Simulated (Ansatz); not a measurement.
The input, for Ansatz 0.2.0:

```yaml
crystal:
  periodic: [false, false, false]
  atoms:
    - {symbol: Al, position_ang: [0.000000, 0.000000, 0.124185]}
    - {symbol: N, position_ang: [0.000000, 0.000000, -4.108542]}
    - {symbol: H, position_ang: [0.000000, 0.000000, 3.984357]}
basis:
  gaussian: {orbitals: 6-31G}
magnetization: {spin_polarized: false, initial_magnetization: 1}
correlation: {method: mp2, electrons: outside_noble_gas}
output: {forces: true}
```

```sh
$ ansatz run in.yaml --threads 1 --pin off --events-out ev --progress --plain --max-ram 2393MiB
```

(1) Roughly how long does this take on 1 thread of Arm Neoverse V1, shared host, and how much host memory?

```
303 factors; integrals over basis functions are off by at most 2.5e-4 eV
mean field evaluation 1: about -8041.0725 eV, gradient 4.8e1 eV
mean field evaluation 2: about -8041.0736 eV, gradient 4.8e1 eV
mean field evaluation 4: about -7979.2584 eV, gradient 6.6e1 eV
mean field evaluation 8: about -8065.3127 eV, gradient 2.5e1 eV
mean field evaluation 16: about -8068.1476 eV, gradient 2.2e-3 eV
mean field evaluation 32: about -8068.8654 eV, gradient 1.9e-6 eV
mean field evaluation 64: about -8068.7002 eV, gradient 4.3e0 eV
mean field evaluation 96: about -8068.1476 eV, gradient 6.8e-7 eV
mean field evaluation 128: about -8068.8657 eV, gradient 1.0e-1 eV
mean field evaluation 160: about -8068.8588 eV, gradient 2.6e-1 eV
mean field evaluation 192: about -8068.1465 eV, gradient 1.5e-1 eV
mean field evaluation 224: about -8068.8634 eV, gradient 6.8e-2 eV
mean field evaluation 256: about -8068.8654 eV, gradient 7.9e-7 eV
mean field evaluation 288: about -8059.1151 eV, gradient 1.2e1 eV
mean field evaluation 320: about -8061.0061 eV, gradient 7.2e0 eV
mean field evaluation 352: about -8068.8551 eV, gradient 5.8e-5 eV
mean field -8068.87050183 eV, -296.5255216653 hartree, gradient 3.0e-6 eV, S^2 0.750000; 19 other end points of the search recorded, 0 dependent functions left out
mean field evaluation 384: about -8070.7548 eV, gradient 2.7e-1 eV
mean field evaluation 416: about -8072.6993 eV, gradient 2.8e-3 eV
mean field evaluation 448: about -8072.6493 eV, gradient 5.1e-1 eV
unrestricted determinant -8072.69929371 eV, -296.6662271718 hartree, S^2 2.6901
6 core orbitals not correlated: weight in the atoms' cores, before any rotation towards them, 1.000 or more for the frozen orbitals, at most 0.000 for the correlated occupied ones
reference -8068.87050183 eV, -296.5255216653 hartree; 5, 4 occupied and 13, 14 virtual orbitals, 303 factors
second order -2.58456557 eV of doubles, -0.00712749 eV of singles
the calculation of the forces begins
mean field evaluation 480: about -8068.8528 eV, gradient 3.2e-1 eV
WARN: the method's energy lies above the unrestricted determinant's, so it is not that of the lowest state
Total energy: -8071.46219489 eV, -296.6207646285 hartree
Atom 0 at     0.000000     0.000000     0.124185 Å, force     0.000000    -0.000000     1.027995 eV/Å
Atom 1 at     0.000000     0.000000    -4.108542 Å, force    -0.000000     0.000000    -0.058444 eV/Å
Atom 2 at     0.000000     0.000000     3.984357 Å, force    -0.000000     0.000000    -0.969551 eV/Å
Dipole moment:    -0.000000    -0.000000    -1.064692 e Å
```

Forces (eV/Å):
```
Al   0.000  0.000  1.028
N    0.000  0.000 -0.058
H    0.000  0.000 -0.970
```

## Answers

(1) 1.2 s wall and 0.14 GiB.
